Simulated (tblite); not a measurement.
Species: PH (triplet state).
Structure used (GFN2-xTB), in Å, numbered top down from 1:
```
atom  x, y, z in Å
P1     0.7008   -0.0030   -0.0027
H2    -0.6980    0.0043   -0.0114
```

The geometry is computed with GFN2-xTB (gas phase). This method treats the open shell by occupation alone, without spin polarisation.

Take the most abundant isotopes and a rigid rotor. 

Task: What are the moment of inertia and the rotational constant?

Result: I = 1.910 u·Å², B = 505379 MHz·u·Å²/I = 264587 MHz (8.8257 cm⁻¹, or 12.698 K as hB/k). For two atoms I = μr² with μ = 0.9761 u and r = 1.3989 Å.

Task: List the first levels of a rigid rotor in a Σ state.

Result: E(J) = BJ(J+1): J = 1: 17.651, J = 2: 52.954, J = 3: 105.908, J = 4: 176.514, J = 5: 264.770, J = 6: 370.679 cm⁻¹. For this open shell read J as N, the rotation without spin; fine and hyperfine splittings come on top.

Task: Estimate the classical rotational partition function at 100 K and 500 K.

Result: Point group C∞v, symmetry number σ = 1; q = kT/(σhB), k/h = 20836.6 MHz/K: 7.9 at 100 K, 39.4 at 500 K.

Its GFN2-xTB frequencies are all real (lowest 2287 cm⁻¹). Zero-point vibration and centrifugal distortion are left out.
